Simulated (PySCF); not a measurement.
Compound: boranylsilane, BH5Si.
Structure used (GFN2-xTB), in Å, numbered top down from 1:
```xyz
7
BH5Si angstrom
B      1.1923   -0.1153   -0.0013
Si    -0.7529    0.0899   -0.0075
H      1.9197    0.7956   -0.1061
H      1.6870   -1.1705    0.1095
H     -1.3840   -0.3977    1.2310
H     -1.2535    1.4647   -0.1595
H     -1.4054   -0.6619   -1.0932
```

Vertical excitations from PySCF (density fitting, frozen core in the response, grid level 2 and gas phase unless stated; continuum runs use non-equilibrium linear response for the excitations) on a GFN2-xTB geometry. Reference run:

| settings | S1, eV (f) | S2, eV (f) | S3, eV (f) | S4, eV (f) | S5, eV (f) | S6, eV (f) | T1, eV (Tamm–Dancoff) | mean α (au) |
| --- | --- | --- | --- | --- | --- | --- | --- | --- |
| PBE0/def2-SVPD, full TDDFT, 8 singlets | 4.39 (0.003) | 5.08 (0.002) | 6.13 (0.003) | 6.17 (0.081) | 8.25 (0.012) | 8.52 (0.005) | 3.42 | 44.8 |

Q: What do these settings give: (1) PW91/3-21G, TDA, 12 singlets; (2) PBE0/def2-SVP, IEF-PCM dimethylsulfoxide, full TDDFT, 1 singlet?

A: 
| settings | S1, eV (f) | S2, eV (f) | S3, eV (f) | S4, eV (f) | S5, eV (f) | S6, eV (f) | T1, eV (Tamm–Dancoff) | mean α (au) |
| --- | --- | --- | --- | --- | --- | --- | --- | --- |
| PW91/3-21G, TDA, 12 singlets | 4.46 (0.003) | 4.74 (0.012) | 5.83 (0.104) | 5.88 (0.003) | 9.13 (0.027) | 9.22 (0.039) | 3.64 | 35.9 |
| PBE0/def2-SVP, IEF-PCM dimethylsulfoxide, full TDDFT, 1 singlet | 4.48 (0.005) | – | – | – | – | – | 3.52 | 50.5 |

(1) S1 moves by +0.07 eV; functional, basis and response scheme change together, so the shift can't be laid on one. (2) S1 moves by +0.09 eV; basis and environment change together, so the shift can't be laid on one. States are counted by energy in each run and needn't keep their character from row to row.

Q: Give the leading configurations of S1 (H = HOMO, L = LUMO) and the HOMO–LUMO gap of each run.

A: 
| settings | S1 configurations (weight) | S1 (eV) | orbital gap (eV) | S1 − gap (eV) |
| --- | --- | --- | --- | --- |
| PBE0/def2-SVPD, full TDDFT, 8 singlets | H→L 0.98 | 4.39 | 6.16 | -1.77 |
| PW91/3-21G, TDA, 12 singlets | H→L 0.84, H−1→L 0.15 | 4.46 | 4.18 | +0.28 |
| PBE0/def2-SVP, IEF-PCM dimethylsulfoxide, full TDDFT, 1 singlet | H→L 0.98 | 4.48 | 6.28 | -1.80 |

The species at its GFN2-xTB geometry.
